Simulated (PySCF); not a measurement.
# Structure from 2D NMR

Compound of formula C6H4N4. Correlations simulated from computed shifts and the bond graph:

HSQC (one-bond C–H):
```
  δH     δC
9.47  153.6
```

HMBC (two and three bonds, from the bond graph):
```
  δH            δC
9.47  153.6, 151.4
```

Carbons without hydrogens: δ 151.4.

PySCF 2.14.0 with density-fitted response routines calculation with GIAO PBE0/pcSseg-1 shieldings and GFN2-xTB geometry; non-relativistic Hamiltonian, single conformer, gas phase, equivalent nuclei averaged.

Scale: $^{1}$H and $^{13}$C against TMS (reference shieldings calculated alike).

Exchangeable hydrogens are left out of these lists.

Q: Work out the connectivity.

A: `C1=CN=C2C(=N1)N=CC=N2`.

Mapped SMILES: `[cH:1]1[cH:2][n:3][c:4]2[n:5][cH:6][cH:7][n:8][c:9]2[n:10]1`; H(Xn) means a hydrogen on atom n.

1. δC 153.6 is C1/C2/C6/C7, an aromatic CH next to a ring nitrogen (δH 9.47).
2. δC 151.4 is C4/C9, a ring-fusion aromatic carbon.
3. HMBC from δH 9.47 reaches the proton-free carbon C4/C9.

The data come from this structure; uniqueness wasn't tested.

Shifts are as computed. Against solution values, carbons near 30 ppm lie about +3 ppm off and those near 130 ppm about +5 ppm. Of 1211 compounds with measured shifts, 218 miss one by over three times the rms of a fit or turn the order of signals round; such compounds aren't used in these exercises.
